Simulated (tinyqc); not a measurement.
Inside a calculation (part 2 of 2). Method: UHF in the sto-6g basis, for LiH, spin multiplicity 1. Computed by tinyqc, a small Python program that keeps every step (integrals from PySCF). Command: `OMP_NUM_THREADS=1 python tinyqc.py 24283 24284 out.jsonl` (the two numbers bound the seeds that draw the settings). One thread of a shared host (Intel(R) Xeon(R) Processor @ 2.60GHz), about 0.1 s of CPU time with the checks.

Geometry (angstrom):
```
atom,x,y,z
Li,0.0000,0.0000,0.0000
H,0.0000,0.0000,1.9050
```

## Iteration 32 (converged): orbitals

converged F(alpha) (hartree), lower triangle:
```
,1Li 1s,1Li 2s,1Li 2px,1Li 2py,1Li 2pz,2H 1s
1Li 1s,-2.3960
1Li 2s,-0.6189,-0.1982
1Li 2px,0.0000,0.0000,0.1613
1Li 2py,0.0000,0.0000,0.0000,0.1613
1Li 2pz,0.0137,-0.0804,0.0000,0.0000,0.0304
2H 1s,-0.0946,-0.2247,0.0000,0.0000,-0.2151,-0.1068
```

converged F(beta) (hartree), lower triangle:
```
,1Li 1s,1Li 2s,1Li 2px,1Li 2py,1Li 2pz,2H 1s
1Li 1s,-2.3960
1Li 2s,-0.6189,-0.1982
1Li 2px,0.0000,0.0000,0.1613
1Li 2py,0.0000,0.0000,0.0000,0.1613
1Li 2pz,0.0137,-0.0804,0.0000,0.0000,0.0304
2H 1s,-0.0946,-0.2247,0.0000,0.0000,-0.2151,-0.1068
```

X:
```
,1,2,3,4,5,6
1Li 1s,0.2264,0.7791,0.0000,0.0000,0.6073,0.1859
1Li 2s,-0.6929,-0.6077,0.0000,0.0000,0.4775,0.3759
1Li 2px,0.0000,0.0000,0.2844,0.9587,0.0000,0.0000
1Li 2py,0.0000,0.0000,0.9587,-0.2844,0.0000,0.0000
1Li 2pz,-0.8194,0.4704,0.0000,0.0000,-0.4694,0.4115
2H 1s,1.0347,-0.2049,0.0000,0.0000,-0.1848,0.5369
```

Diagonalise F' = X^T F X, C = X C', fill 2 alpha and 2 beta electrons from the bottom; D(s) = C_occ C_occ^T. Each column has its largest component positive (the first on a tie).

F' = X^T F X (alpha) (hartree), lower triangle:
```
,1,2,3,4,5,6
1,0.4284
2,-0.2003,-0.8675
3,0.0000,0.0000,0.1613
4,0.0000,0.0000,0.0000,0.1613
5,-0.1645,-1.1106,0.0000,0.0000,-1.2330
6,-0.0754,-0.3655,0.0000,0.0000,-0.4960,-0.4503
```

orbital energies (alpha) (hartree): MO1 -2.3974, MO2 -0.2588, MO3 0.0746, MO4 0.1613, MO5 0.1613, MO6 0.4593

coefficients C (alpha):
```
,MO1,MO2,MO3,MO4,MO5,MO6
1Li 1s,0.9940,-0.1436,-0.2029,0.0000,0.0000,0.1078
1Li 2s,0.0240,0.4698,0.7997,0.0000,0.0000,-0.5982
1Li 2px,0.0000,0.0000,0.0000,0.8214,0.5703,0.0000
1Li 2py,0.0000,0.0000,0.0000,-0.5703,0.8214,0.0000
1Li 2pz,-0.0050,0.3376,-0.6034,0.0000,0.0000,-0.8968
2H 1s,0.0004,0.5777,-0.1628,0.0000,0.0000,1.0367
```

F' = X^T F X (beta) (hartree), lower triangle:
```
,1,2,3,4,5,6
1,0.4284
2,-0.2003,-0.8675
3,0.0000,0.0000,0.1613
4,0.0000,0.0000,0.0000,0.1613
5,-0.1645,-1.1106,0.0000,0.0000,-1.2330
6,-0.0754,-0.3655,0.0000,0.0000,-0.4960,-0.4503
```

orbital energies (beta) (hartree): MO1 -2.3974, MO2 -0.2588, MO3 0.0746, MO4 0.1613, MO5 0.1613, MO6 0.4593

coefficients C (beta):
```
,MO1,MO2,MO3,MO4,MO5,MO6
1Li 1s,0.9940,-0.1436,-0.2029,0.0000,0.0000,0.1078
1Li 2s,0.0240,0.4698,0.7997,0.0000,0.0000,-0.5982
1Li 2px,0.0000,0.0000,0.0000,0.9235,0.3835,0.0000
1Li 2py,0.0000,0.0000,0.0000,-0.3835,0.9235,0.0000
1Li 2pz,-0.0050,0.3376,-0.6034,0.0000,0.0000,-0.8968
2H 1s,0.0004,0.5777,-0.1628,0.0000,0.0000,1.0367
```

D(alpha) after iteration 32, lower triangle:
```
,1Li 1s,1Li 2s,1Li 2px,1Li 2py,1Li 2pz,2H 1s
1Li 1s,1.0087
1Li 2s,-0.0436,0.2213
1Li 2px,0.0000,0.0000,0.0000
1Li 2py,0.0000,0.0000,0.0000,0.0000
1Li 2pz,-0.0534,0.1585,0.0000,0.0000,0.1140
2H 1s,-0.0826,0.2714,0.0000,0.0000,0.1950,0.3337
```

D(beta) after iteration 32, lower triangle:
```
,1Li 1s,1Li 2s,1Li 2px,1Li 2py,1Li 2pz,2H 1s
1Li 1s,1.0087
1Li 2s,-0.0436,0.2213
1Li 2px,0.0000,0.0000,0.0000
1Li 2py,0.0000,0.0000,0.0000,0.0000
1Li 2pz,-0.0534,0.1585,0.0000,0.0000,0.1140
2H 1s,-0.0826,0.2714,0.0000,0.0000,0.1950,0.3337
```

Within a degenerate level the vectors are fixed only up to a rotation; this is one choice.

## Convergence

Stop when the energy changes by less than 1e-10 hartree and every element of the error matrix X^T (F D S - S D F) X (for each spin) is below 3e-06.

Course of the cycle:
```
iteration,E (hartree),change,largest element of the error matrix
1,-7.905815,-,3.22e-02
2,-7.912090,-6.28e-03,2.50e-02
3,-7.917826,-5.74e-03,1.81e-02
4,-7.921958,-4.13e-03,9.75e-03
5,-7.925509,-3.55e-03,4.96e-03
6,-7.927694,-2.19e-03,2.47e-03
7,-7.928900,-1.21e-03,1.23e-03
8,-7.929528,-6.27e-04,9.29e-04
9,-7.929817,-2.89e-04,5.67e-04
10,-7.929982,-1.65e-04,2.94e-04
11,-7.930087,-1.05e-04,1.47e-04
12,-7.930146,-5.92e-05,7.38e-05
13,-7.930177,-3.10e-05,3.70e-05
14,-7.930193,-1.58e-05,1.85e-05
...,...,...,...
19,-7.930209,-5.05e-07,5.78e-07
20,-7.930209,-2.53e-07,2.89e-07
21,-7.930209,-1.26e-07,1.45e-07
22,-7.930209,-6.31e-08,7.23e-08
23,-7.930209,-3.16e-08,3.61e-08
24,-7.930209,-1.58e-08,1.81e-08
25,-7.930209,-7.89e-09,9.04e-09
26,-7.930209,-3.95e-09,4.52e-09
27,-7.930209,-1.97e-09,2.26e-09
28,-7.930209,-9.87e-10,1.13e-09
29,-7.930209,-4.93e-10,5.65e-10
30,-7.930209,-2.47e-10,2.82e-10
31,-7.930209,-1.23e-10,1.41e-10
32,-7.930209,-6.17e-11,7.06e-11
```

PySCF UHF in the same basis, after a stability check = -7.930209 hartree

Converged in 32 iterations.

## Populations, bond orders and dipole

overlap S, lower triangle:
```
,1Li 1s,1Li 2s,1Li 2px,1Li 2py,1Li 2pz,2H 1s
1Li 1s,1.0000
1Li 2s,0.2357,1.0000
1Li 2px,0.0000,0.0000,1.0000
1Li 2py,0.0000,0.0000,0.0000,1.0000
1Li 2pz,0.0000,0.0000,0.0000,0.0000,1.0000
2H 1s,0.0353,0.3235,0.0000,0.0000,0.4435,1.0000
```

Mulliken: Z minus the diagonal of D S on the atom; Loewdin: the same with S^(1/2) D S^(1/2); Mayer order: 2 sum_s sum (D(s) S)_ij (D(s) S)_ji over the two atoms.

Charges (e):
```
atom,Mulliken,Loewdin,Mulliken spin
1Li,0.0103,0.0081,2.35e-09
2H,-0.0103,-0.0081,-2.35e-09
```

Mayer bond orders:
```
pair,order
2-1,0.9999
```

dipole moment about the origin, x y z (debye): 0.0000  0.0000  -5.0489

<S^2> of the determinant (pure state: 0) = 0.0000
